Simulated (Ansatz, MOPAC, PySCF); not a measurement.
Isomers of C3H6. Isolated molecules, 0 K electronic values unless said otherwise. Strings in code marks are SMILES.

Quantity: electronic energy of isomers of C3H6 relative to `C=CC`, in kJ/mol. Semi-empirical values (MOPAC) are differences of heats of formation.

Level 1: r2SCAN/cc-pVTZ // PBE0-D3(BJ)/def2-TZVP (Ansatz, a quantum-chemistry and plane-wave program)
Level 2: PBE/6-31G* // PBE0-D3(BJ)/def2-TZVP (PySCF)
Level 3: HF/STO-3G // PBE0-D3(BJ)/def2-TZVP (PySCF)
Level 4: AM1 // PBE0-D3(BJ)/def2-TZVP (MOPAC)

```
species  level 2  level 3  level 4
-------  -------  -------  -------
`C1CC1`    17.93   -18.57     47.6
```

Task: What does level 1 give for each?

Result: 
- `C1CC1`: 23.20
